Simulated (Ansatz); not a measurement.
## Ansatz (development build ahead of 0.2.0) run

```yaml
crystal:
  periodic: [false, false, false]
  atoms:
    - { symbol: B, position_ang: [0.04591, 0.00516, -1.35551] }
    - { symbol: C, position_ang: [-0.02204, 0.04155, 0.19964] }
    - { symbol: O, position_ang: [0.00745, -0.04257, 1.33975] }
    - { symbol: H, position_ang: [-0.01233, -1.1327, -1.64609] }
    - { symbol: H, position_ang: [-1.01265, 0.55339, -1.67552] }
    - { symbol: H, position_ang: [1.02231, 0.54714, -1.66847] }
basis:
  gaussian: { orbitals: cc-pVTZ }
hamiltonian:
  xc: hf
correlation:
  method: mp2
  frozen_orbitals: { B: 1, C: 1, H: 0, O: 1 }
```

The input is written out in the form of the current development build from the run's settings.

Results

```yaml
Converged: yes
Reference_energy: -139.18719 hartree
Correlation_energy: -0.50175 hartree
Total_energy: -139.68894 hartree
Spin_squared_of_the_determinant: 0.000
```
